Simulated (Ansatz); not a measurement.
`CCC` + `[OH]`• → `C[CH]C`• + H₂O at 298.15 K and 1 bar (hydrogen abstraction from a C–H bond).

Isolated molecules relaxed with PBE0-D4/def2-TZVP in Ansatz; ΔE leaves out vibrations. CCSD(T)/CBS is the MP2 limit (def2-TZVPP, def2-QZVPP) plus CCSD(T) − MP2 in def2-TZVPP, frozen cores. This one scheme is used for every species. No spin–orbit coupling; open shells (•) take unrestricted orbitals.

```json
{"species": "`CCC`", "CCSD(T)/CBS energy (Eh)": "-118.98051", "H − E (kJ/mol)": "285.9", "S (J/(mol·K))": "268.4"}
{"species": "`[OH]`•", "CCSD(T)/CBS energy (Eh)": "-75.67771", "H − E (kJ/mol)": "31.1", "S (J/(mol·K))": "184.0"}
{"species": "`C[CH]C`•", "CCSD(T)/CBS energy (Eh)": "-118.31020", "H − E (kJ/mol)": "247.2", "S (J/(mol·K))": "293.9"}
{"species": "H₂O", "CCSD(T)/CBS energy (Eh)": "-76.37941", "H − E (kJ/mol)": "66.4", "S (J/(mol·K))": "188.7"}
```

H − E and S are ideal-gas, rigid-rotor, harmonic terms from PBE0-D4/def2-TZVP, with the whole ground term of open shells counted as degenerate. 1 Eh = 2625.50 kJ/mol, R = 8.31446 J/(mol·K).

Q: By hand: ΔE, ΔH, ΔS and ΔG.

A: ΔE = (-118.31020) + (-76.37941) − (-118.98051) − (-75.67771) = -0.03139 Eh = -82.4 kJ/mol. Δ(H − E) = 247.2 + 66.4 − 285.9 − 31.1 = -3.4, so ΔH = -85.8 kJ/mol. ΔS = 293.9 + 188.7 − 268.4 − 184.0 = 30.2 J/(mol·K). ΔG = -85.8 − 298.15 × (30.2)/1000 = -94.8 kJ/mol.

Q: By hand: the equilibrium constant, and the temperature at which ΔG would vanish if ΔH and ΔS stayed fixed.

A: log₁₀ K = −ΔG/(RT ln 10) = 16.6. ΔH and −TΔS have one sign here, so there is no such temperature.

ΔH outweighs TΔS. A doubt of 5 kJ/mol in ΔE shifts log₁₀ K by 0.9 here. These are equilibria of isolated gas molecules and say nothing of rates. Largest T1 diagnostic: 0.011 (customary marks: 0.02 for closed shells, 0.045 for open ones).
